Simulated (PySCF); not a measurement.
[AlFH3]- (charge -1).
Z-matrix (Å and degrees, PBE0-D3(BJ)/def2-SVP geometry), rows numbered from 1:
```
Al
F   1  1.7238
H   1  1.6507  2  109.23
H   1  1.6507  2  109.14  3  -120.00
H   1  1.6508  2  109.24  3   119.99
```

Computed at PBE0/pcSseg-1 (pcSseg-2 on Al) (PySCF, non-relativistic), with Q(27Al) = 0.1466 b: Al1, 27Al (I = 5/2): χzz = 5.881 MHz, η = 0.005.

**Question.** Find the zero-field quadrupole resonance frequencies of 27Al at Al1.

**Answer.** From the eigenvalues of H = χ/[4I(2I − 1)] × [3Iz² − I(I + 1) + η(Ix² − Iy²)], steps between neighbouring levels, labelled as for η = 0: ±1/2↔±3/2 0.882 MHz, ±3/2↔±5/2 1.764 MHz (aluminium bonded to F and 3 H).

In a crystal, neighbours and librations shift these lines. Isolated species at its PBE0-D3(BJ)/def2-SVP geometry, gas phase. The pcSseg-1 basis has no diffuse functions, a weakness for an anion. These gradients aren't converged with respect to the basis.
